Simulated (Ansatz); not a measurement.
Species: C₂H₃O₂ (charge 0, doublet). It need not be the lowest isomer of its formula. SMILES: CO[C]=O
Structure (B3LYP-D3(BJ)/def2-TZVP (Ansatz, a first-principles code) minimum search):
```xyz
7

C     -0.9614    -0.0741     0.0045
O     -0.8574    -1.2555    -0.0092
O     -0.0521     0.8706     0.0100
C      1.3414     0.4223    -0.0028
H      1.9343     1.3307     0.0041
H      1.5358    -0.1804     0.8822
H      1.5258    -0.1605    -0.9030
```
Charge 0, spin multiplicity 2.

Give the harmonic wavenumbers at B3LYP-D3(BJ)/def2-TZVP (Ansatz, finite differences of forces, unscaled).

108, 273, 381, 758, 876, 1134, 1147, 1190, 1452, 1484, 1489, 1836, 3064, 3146, 3179 cm⁻¹. Zero-point energy 30.8 kcal/mol.

From these and the geometry, give the ideal-gas thermochemistry at 298.15 K and 1 atm (rigid rotor, harmonic oscillator).

Point group Cs, rotational symmetry number 1. Rotational constants 23.12, 6.709, 5.377 GHz. S(trans) 38.15, S(rot) 23.47, S(vib) 6.51, S(elec, spin only) 1.38, S 69.5 cal/(mol K). H(298) - H(0) 3.46 kcal/mol; G - E(el) 13.5 kcal/mol.
